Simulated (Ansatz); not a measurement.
C3H5FO2 (`CC1(F)OCO1`) from Hartree–Fock to CCSD(T)

Cartesian coordinates in Å:
```
C -0.685 -0.834 1.067
C 0.236 -0.431 -0.039
F 1.035 -1.488 -0.354
O -0.365 0.088 -1.193
C 0.447 1.238 -1.013
O 1.009 0.717 0.181
H -1.293 -1.679 0.740
H -1.332 0.001 1.332
H -0.097 -1.132 1.935
H 1.183 1.376 -1.813
H -0.140 2.146 -0.842
```

Total charge 0; spin multiplicity 1. The structure was optimised at the PBE0-D4/def2-TZVP level. Frozen core, restricted reference, the Gaussian-basis code of Ansatz. CBS rows extrapolate triple and quadruple zeta; past MP2 they add the triple-zeta difference.

```tsv
basis	HF (Eh)	MP2 corr.	CCSD corr.	(T)	CCSD(T) total
def2-TZVPP	-365.80978	?	?	-0.04722	?
def2-QZVPP	?	-1.30100	–	–	–
CBS(def2)	?	-1.37054	-1.39564	as TZ	?
```

Problem. Fill in the withheld values. (Best estimate.)

Solution. The calculation gave: def2-TZVPP MP2 corr.: -1.20712; def2-TZVPP CCSD corr.: -1.23222; def2-TZVPP CCSD(T) total: -367.08922; def2-QZVPP HF (Eh): -365.82611; CBS(def2) HF (Eh): -365.82836; CBS(def2) CCSD(T) total: -367.27122.
